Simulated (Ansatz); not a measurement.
**Cs₂SnI₆ (Fm-3m, No. 225)**

Level of theory: HSE06 (Ansatz, an electronic-structure program, PAW).

Run with plane-wave cutoff 460 eV, 4×4×4 k mesh, Fermi–Dirac smearing 0.01 eV, scalar-relativistic PAW data made under PBE.

Cell (measured lattice):

```cif
data_Cs8I24Sn4
_chemical_formula_sum 'I24 Cs8 Sn4'
_space_group_name_H-M_alt 'Fm-3m'
_space_group_IT_number 225
_space_group_name_Hall '-F 4 2 3'
_cell_length_a 11.62760
_cell_length_b 11.62760
_cell_length_c 11.62760
_cell_angle_alpha 90.000
_cell_angle_beta 90.000
_cell_angle_gamma 90.000
loop_
_atom_site_label
_atom_site_type_symbol
_atom_site_symmetry_multiplicity
_atom_site_Wyckoff_symbol
_atom_site_fract_x
_atom_site_fract_y
_atom_site_fract_z
_atom_site_occupancy
I1 I 24 e 0.00000 0.00000 0.24536 1
Cs1 Cs 8 c 0.25000 0.25000 0.25000 1
Sn1 Sn 4 a 0.00000 0.00000 0.00000 1
```
(The calculation used a cell of 9 atoms; values per cell refer to that cell.)

| Item | Result |
|---|---|
| band gap | 0.92 eV (on the SCF k mesh) |

Note: cell and atoms aren't relaxed at this level (pressure 0.8 GPa).

Spin–orbit coupling is not included; with these elements it can move the gap by several tenths of an eV or more.

The result took about 9 core-minutes (a rough figure).
